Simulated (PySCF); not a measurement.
SMILES CS (CAM-B3LYP/def2-SVP optimised geometry):

```
6

C      0.786    -0.143     0.000
S     -1.030    -0.143     0.000
H      1.195     0.337     0.899
H      1.096    -1.196     0.000
H      1.195     0.338    -0.898
H     -1.195     1.196     0.000
```

Calculation: CAM-B3LYP/def2-TZVP run with PySCF 2.14.0.

Q: What are the frontier orbital energies and the dipole moment?

A: HOMO-2 -12.37 eV, HOMO-1 -10.75 eV, HOMO -8.15 eV, LUMO 1.43 eV, LUMO+1 2.36 eV; dipole moment 1.56 D.

On the same geometry PBE/def2-TZVP (PySCF) gives HOMO-2 -9.57 eV, HOMO-1 -8.07 eV, HOMO -5.51 eV, LUMO -0.44 eV, LUMO+1 0.46 eV; dipole moment 1.55 D.

Meta-Löwdin charges at CAM-B3LYP/def2-TZVP: C1 -0.39, S2 -0.08, H3 0.12, H4 0.13, H5 0.12, H6 0.08.
